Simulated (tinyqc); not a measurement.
Inside a calculation. Method: MP2 on RHF in the sto-3g basis, frozen core, for CH3+, spin multiplicity 1. One step of it, computed by the program tinyqc.

Task: Second-order Moller-Plesset energy. E2 = sum_ijab (ia|jb) [2 (ia|jb) - (ib|ja)] / (e_i + e_j - e_a - e_b) over occupied i, j and virtual a, b; the opposite-spin part is (ia|jb)^2 / denominator, the rest is same-spin, and SCS-MP2 scales them by 6/5 and 1/3.

orbital energies (hartree): MO1 -11.587180, MO2 -1.260985, MO3 -0.940647, MO4 -0.940450, MO5 -0.233347, MO6 0.199691, MO7 0.287312, MO8 0.287775

Two-electron integrals over orbitals (pq|rs), unique and non-zero (hartree); the lowest 1 orbital is frozen and left out:
```
(22|22) 0.524156    (32|22) 0.000010    (32|32) 0.119870    (33|22) 0.506183
(33|32) 0.044080    (33|33) 0.542439    (42|42) 0.119830    (43|42) -0.044089
(43|43) 0.041079    (44|22) 0.506158    (44|32) -0.044098   (44|33) 0.460313
(44|44) 0.542429    (52|22) -0.001866   (52|32) -8.70e-07   (52|33) 0.000537
(52|44) 0.000540    (52|52) 0.100081    (53|22) -1.83e-06   (53|32) -0.001297
(53|33) -0.002369   (53|44) 0.002368    (53|52) 2.64e-06    (53|53) 0.024473
(54|42) -0.001293   (54|43) 0.002369    (54|54) 0.024472    (55|22) 0.555017
(55|32) 0.000010    (55|33) 0.510628    (55|44) 0.510615    (55|52) 0.023521
(55|53) -1.20e-06   (55|55) 0.672487    (62|22) 0.082477    (62|32) -0.000010
(62|33) 0.057345    (62|44) 0.057372    (62|52) -0.003800   (62|53) -2.77e-07
(62|55) 0.130094    (62|62) 0.072335    (63|22) -0.000028   (63|32) -0.025857
(63|33) -0.031539   (63|44) 0.031510    (63|52) -4.32e-07   (63|53) 0.003110
(63|55) -0.000027   (63|62) -2.84e-06   (63|63) 0.056573    (64|42) -0.025802
(64|43) 0.031523    (64|54) 0.003109    (64|64) 0.056557    (65|22) -0.013625
(65|32) -8.69e-07   (65|33) -0.007127   (65|44) -0.007128   (65|52) 0.067558
(65|53) -1.19e-06   (65|55) -0.006819   (65|62) -0.015592   (65|63) 5.09e-08
(65|65) 0.053266    (66|22) 0.462978    (66|32) -1.74e-06   (66|33) 0.461217
(66|44) 0.461194    (66|52) -0.016644   (66|53) -1.74e-06   (66|55) 0.469738
(66|62) 0.033321    (66|63) -0.000024   (66|65) -0.015907   (66|66) 0.459451
(72|42) 0.018096    (72|43) 0.019298    (72|54) 0.005204    (72|64) 0.042703
(72|72) 0.048287    (73|42) 0.046933    (73|43) -0.014139   (73|54) -0.002384
(73|64) -0.027902   (73|72) -0.005723   (73|73) 0.036196    (74|22) 0.089767
(74|32) 0.046950    (74|33) 0.082917    (74|44) 0.054671    (74|52) 0.009902
(74|53) -0.002386   (74|55) 0.127955    (74|62) 0.074250    (74|63) -0.027924
(74|65) -0.006006   (74|66) 0.030668    (74|74) 0.119998    (75|42) 0.011728
(75|43) -0.004716   (75|54) 0.018093    (75|64) -0.004931   (75|72) 0.001523
(75|73) 0.005216    (75|75) 0.019480    (76|42) 0.106813    (76|43) -0.050290
(76|54) -0.004733   (76|64) -0.051070   (76|72) -0.008924   (76|73) 0.056159
(76|75) 0.010974    (76|76) 0.124922    (77|22) 0.492394    (77|32) -0.031601
(77|33) 0.455009    (77|44) 0.525729    (77|52) 0.002187    (77|53) 0.003738
(77|55) 0.500100    (77|62) 0.051348    (77|63) 0.042043    (77|65) -0.004280
(77|66) 0.468498    (77|74) 0.042879    (77|77) 0.539194    (82|22) -0.000011
(82|32) 0.018086    (82|33) -0.019293   (82|44) 0.019279    (82|52) 4.12e-07
(82|53) 0.005205    (82|55) -3.00e-06   (82|62) 0.000007    (82|63) 0.042699
(82|65) -1.93e-06   (82|66) -0.000019   (82|74) -0.005719   (82|77) 0.029614
(82|82) 0.048284    (83|22) 0.089773    (83|32) -0.046909   (83|33) 0.054702
(83|44) 0.082935    (83|52) 0.009905    (83|53) 0.002384    (83|55) 0.127967
(83|62) 0.074260    (83|63) 0.027888    (83|65) -0.006006   (83|66) 0.030674
(83|74) 0.050982    (83|77) 0.077624    (83|82) 0.005726    (83|83) 0.119970
(84|42) 0.046914    (84|43) -0.014129   (84|54) -0.002384   (84|64) -0.027893
(84|72) -0.005721   (84|73) 0.032827    (84|75) 0.005214    (84|76) 0.056142
(84|84) 0.036179    (85|22) 4.56e-07    (85|32) 0.011734    (85|33) 0.004715
(85|44) -0.004717   (85|52) 3.61e-06    (85|53) 0.018095    (85|55) 4.03e-07
(85|62) -2.45e-06   (85|63) -0.004936   (85|65) 1.34e-06    (85|66) -3.10e-07
(85|74) 0.005217    (85|77) -0.003882   (85|82) 0.001523    (85|83) -0.005215
(85|85) 0.019484    (86|22) 0.000012    (86|32) 0.106847    (86|33) 0.050269
(86|44) -0.050285   (86|52) -2.95e-06   (86|53) -0.004737   (86|55) 0.000005
(86|62) -0.000017   (86|63) -0.051112   (86|65) -4.13e-07   (86|66) 0.000007
(86|74) 0.056165    (86|77) -0.050638   (86|82) -0.008929   (86|83) -0.056135
(86|85) 0.010979    (86|86) 0.124950    (87|42) -0.031583   (87|43) 0.035378
(87|54) 0.003738    (87|64) 0.042051    (87|72) 0.029628    (87|73) -0.017373
(87|75) -0.003880   (87|76) -0.050631   (87|84) -0.017364   (87|87) 0.042644
(88|22) 0.492442    (88|32) 0.031593    (88|33) 0.525761    (88|44) 0.455021
(88|52) 0.002189    (88|53) -0.003739   (88|55) 0.500153    (88|62) 0.051352
(88|63) -0.042066   (88|65) -0.004279   (88|66) 0.468536    (88|74) 0.077635
(88|77) 0.453954    (88|82) -0.029625   (88|83) 0.042939    (88|85) 0.003881
(88|86) 0.050627    (88|88) 0.539250
```

Hartree-Fock energy = -38.77704524 hartree

Give: Terms; Pair energies; MP2 correlation energy; SCS-MP2 correlation energy; MP2 total energy.

Result:

Terms (the 40 largest of 74):
```
i  j  a  b  (ia|jb)  (ib|ja)  denominator       term
4  4  7  7   0.1200   0.1200      -2.4555    -0.0059
3  3  8  8   0.1200   0.1200      -2.4568    -0.0059
2  2  5  5   0.1001   0.1001      -2.0553    -0.0049
2  3  6  8   0.0743   0.0427      -2.6891    -0.0029
3  2  8  6   0.0743   0.0427      -2.6891    -0.0029
2  4  6  7   0.0742   0.0427      -2.6884    -0.0029
4  2  7  6   0.0742   0.0427      -2.6884    -0.0029
2  2  6  6   0.0723   0.0723      -2.9214    -0.0018
3  4  8  7   0.0510   0.0328      -2.4562    -0.0014
4  3  7  8   0.0510   0.0328      -2.4562    -0.0014
3  3  6  6   0.0566   0.0566      -2.2807    -0.0014
4  4  6  6   0.0566   0.0566      -2.2803    -0.0014
2  2  7  7   0.0483   0.0483      -3.0966    -0.0008
2  2  8  8   0.0483   0.0483      -3.0975    -0.0008
3  3  7  7   0.0362   0.0362      -2.4559    -0.0005
4  4  8  8   0.0362   0.0362      -2.4564    -0.0005
4  4  5  5   0.0245   0.0245      -1.4142  -4.23e-04
3  3  5  5   0.0245   0.0245      -1.4146  -4.23e-04
3  4  6  7  -0.0279  -0.0279      -2.3681  -3.30e-04
4  3  7  6  -0.0279  -0.0279      -2.3681  -3.30e-04
4  3  6  7  -0.0279  -0.0279      -2.3681  -3.29e-04
3  4  7  6  -0.0279  -0.0279      -2.3681  -3.29e-04
4  4  6  8  -0.0279  -0.0279      -2.3684  -3.28e-04
4  4  8  6  -0.0279  -0.0279      -2.3684  -3.28e-04
3  3  6  8   0.0279   0.0279      -2.3688  -3.28e-04
3  3  8  6   0.0279   0.0279      -2.3688  -3.28e-04
4  3  8  7   0.0328   0.0510      -2.4562  -1.96e-04
3  4  7  8   0.0328   0.0510      -2.4562  -1.96e-04
4  2  6  7   0.0427   0.0742      -2.6884  -1.77e-04
2  4  7  6   0.0427   0.0742      -2.6884  -1.77e-04
3  2  6  8   0.0427   0.0743      -2.6891  -1.77e-04
2  3  8  6   0.0427   0.0743      -2.6891  -1.77e-04
2  3  5  8   0.0099   0.0052      -2.2561  -6.41e-05
3  2  8  5   0.0099   0.0052      -2.2561  -6.41e-05
2  4  5  7   0.0099   0.0052      -2.2554  -6.41e-05
4  2  7  5   0.0099   0.0052      -2.2554  -6.41e-05
3  2  8  8   0.0057   0.0057      -2.7772  -1.18e-05
2  3  8  8   0.0057   0.0057      -2.7772  -1.18e-05
3  2  7  7  -0.0057  -0.0057      -2.7763  -1.18e-05
2  3  7  7  -0.0057  -0.0057      -2.7763  -1.18e-05
```

Pair energies (hartree; pair i-j sums ij and ji):
```
pair  opposite spin  same spin
2-2         -0.0082          0
3-2         -0.0056    -0.0008
3-3         -0.0089          0
4-2         -0.0056    -0.0008
4-3         -0.0043  -2.68e-04
4-4         -0.0089          0
```

MP2 correlation energy = -0.043312 hartree

SCS-MP2 correlation energy = -0.050424 hartree

MP2 total energy = -38.820357 hartree
